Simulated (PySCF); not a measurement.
## LiN: everyday levels beside a composite calculation

PySCF; the state is a triplet (π ↑↑). The composite is CCSD(T) extrapolated to the basis-set limit from two correlation-consistent sets, with core-valence (CV) and scalar-relativistic (SR) terms as its label shows; it has no spin–orbit coupling and nothing beyond (T). Here it is CCSD(T)/CBS(TQ)+CV+SR. It gives Re = 1.863 Å, ωe = 678 cm⁻¹ and De = 1.67 eV to Li + N.

```json
{"level": "UHF-MP2", "basis": "cc-pVTZ", "relativity": "no relativity", "Re (Å)": "1.861", "ωe (cm⁻¹)": "689", "De (eV)": "1.35"}
{"level": "ROHF-CCSD(T)", "basis": "3-21G", "relativity": "no relativity", "Re (Å)": "1.939", "ωe (cm⁻¹)": "600", "De (eV)": "0.78"}
{"level": "PW91", "basis": "x2c-TZVPPall", "relativity": "spin-free X2C", "Re (Å)": "1.880", "ωe (cm⁻¹)": "641", "De (eV)": "1.92"}
{"level": "BLYP", "basis": "jorge-DZP-DKH", "relativity": "spin-free X2C", "Re (Å)": "1.937", "ωe (cm⁻¹)": "599", "De (eV)": "1.88"}
{"level": "TPSS", "basis": "cc-pVTZ", "relativity": "no relativity", "Re (Å)": "1.870", "ωe (cm⁻¹)": "660", "De (eV)": "1.92"}
{"level": "r²SCAN", "basis": "3-21G", "relativity": "no relativity", "Re (Å)": "1.942", "ωe (cm⁻¹)": "599", "De (eV)": "1.39"}
{"level": "r²SCAN", "basis": "6-31G(d,p)", "relativity": "no relativity", "Re (Å)": "1.922", "ωe (cm⁻¹)": "597", "De (eV)": "1.46"}
{"level": "B3LYP", "basis": "pcseg-2", "relativity": "no relativity", "Re (Å)": "1.860", "ωe (cm⁻¹)": "672", "De (eV)": "1.89"}
{"level": "PBE0", "basis": "3-21G", "relativity": "no relativity", "Re (Å)": "1.885", "ωe (cm⁻¹)": "674", "De (eV)": "1.44"}
{"level": "M06-2X", "basis": "x2c-TZVPPall", "relativity": "spin-free X2C", "Re (Å)": "1.854", "ωe (cm⁻¹)": "697", "De (eV)": "1.71"}
```

**Question.** Give the difference of each row from the composite.

**Answer.** 

```tsv
level	basis	ΔRe (pm)	Δωe (%)	ΔDe (eV)
UHF-MP2	cc-pVTZ	-0.2	+1.6	-0.32
ROHF-CCSD(T)	3-21G	+7.6	-11.5	-0.89
PW91	x2c-TZVPPall	+1.7	-5.5	+0.25
BLYP	jorge-DZP-DKH	+7.4	-11.7	+0.21
TPSS	cc-pVTZ	+0.7	-2.7	+0.25
r²SCAN	3-21G	+7.9	-11.7	-0.28
r²SCAN	6-31G(d,p)	+5.9	-11.9	-0.21
B3LYP	pcseg-2	-0.3	-0.9	+0.22
PBE0	3-21G	+2.2	-0.6	-0.23
M06-2X	x2c-TZVPPall	-0.9	+2.8	+0.04
```

**Question.** Which rows come closest in De?

**Answer.** M06-2X in x2c-TZVPPall (+0.04 eV), counted from the composite.

Correlated steps freeze the inner cores (1 to 2 orbitals); shallow outer-core shells are correlated. The CCSD T1 diagnostic is raised in LiN, a sign that a single reference may not be enough there. 3-21G is very small, so such numbers show the basis as much as the molecule. The state is the lowest determinant that a PBE0 search found; another state may lie lower at other levels.
